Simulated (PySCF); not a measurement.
# Solvent effects on NMR parameters

Atoms are numbered as in `[CH3:1][C@@H:2]1[CH2:3][P@@H:4]1=[O:5]`. Each H is labelled by its parent atom. Ha(C3) is cis to C1 on the ring; Hb(C3) is trans to C1 on the ring.

GIAO PBE0/pcSseg-1 in PySCF on one PBE0-D3(BJ)/def2-SVP conformer, non-relativistic, equivalent nuclei averaged. Solvents enter as an IEF-PCM continuum (chloroform with ε = 4.7, acetone with ε = 20.5) around the gas-phase geometry. Shifts are referred to TMS computed in the same medium.

Gas phase, δ in ppm: C2 15.8, C3 14.6, C1 13.1, H(P4) 6.81, H(C1) 1.49, Hb(C3) 1.02, Ha(C3) 1.00, H(C2) 0.88. Dipole moment 3.95 D.

Problem. How does each δ change in the continuum?

Solution. 
```tsv
atoms	environment	Δδ, chloroform	Δδ, acetone
C2	three-membered-ring carbon	+1.6	+2.2
C3	three-membered-ring carbon	+1.2	+1.7
C1	methyl carbon	+0.3	+0.5
H(P4)	hydrogen on a phosphorus bonded to 2 C, O, in a 3-membered ring	+0.15	+0.22
H(C1)	hydrogen on a methyl carbon	+0.01	+0.01
Hb(C3)	hydrogen on a three-membered-ring carbon	+0.23	+0.32
Ha(C3)	hydrogen on a three-membered-ring carbon	+0.18	+0.22
H(C2)	hydrogen on a three-membered-ring carbon	+0.28	+0.40
```

Changes are relative to the gas phase. The dipole moment becomes 4.82 D in chloroform, 5.13 D in acetone.

Problem. Which of the listed nuclei move most (in ppm), and what does the model miss? (N and O are left out, as their reference compounds move with the solvent too.)

Solution. C2 (three-membered-ring carbon, +2.2 ppm) in acetone. A continuum only polarises the solute; specific hydrogen bonds, the anisotropy of aromatic solvents and changes of geometry or conformer are outside it.
